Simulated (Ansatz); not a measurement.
# SiO2 (silicon dioxide molecule): the vertical ionisation energy from total energies

The species is SiO2 (3 atoms), meant as a singlet with charge 0. As SMILES, `O=[Si]=O`. The shape is that of a GFN2-xTB optimisation.

```xyz
3

O     0.6912    1.2173    0.5137
Si   -0.0007    0.0004   -0.0002
O    -0.6905   -1.2177   -0.5136
```

Both states at this one shape; open shells run unrestricted unless said. 1 Eh = 27.2114 eV.

```tsv
level	program	singlet SiO2 (Eh)	doublet [SiO2]+ (Eh)
r2SCAN/STO-3G	Ansatz	-434.336522	-434.049619
HSE06/STO-3G	Ansatz	-434.118886	-433.837407
B2PLYP/STO-3G, 7 core orbitals frozen	Ansatz	-434.080091	-433.801941
```

Task: Work out the vertical ionisation energy at each level.

Result: 
1. r2SCAN/STO-3G: -434.049619 − (-434.336522) = 0.286903 Eh = 7.81 eV.
2. HSE06/STO-3G: -433.837407 − (-434.118886) = 0.281479 Eh = 7.66 eV.
3. B2PLYP/STO-3G: -433.801941 − (-434.080091) = 0.278150 Eh = 7.57 eV.

No measured value is set beside it here; the levels span 7.57 to 7.81 eV. Minimal sets are far from the basis-set limit. The second state is spin-contaminated at B2PLYP/STO-3G (⟨S²⟩ = 0.94).
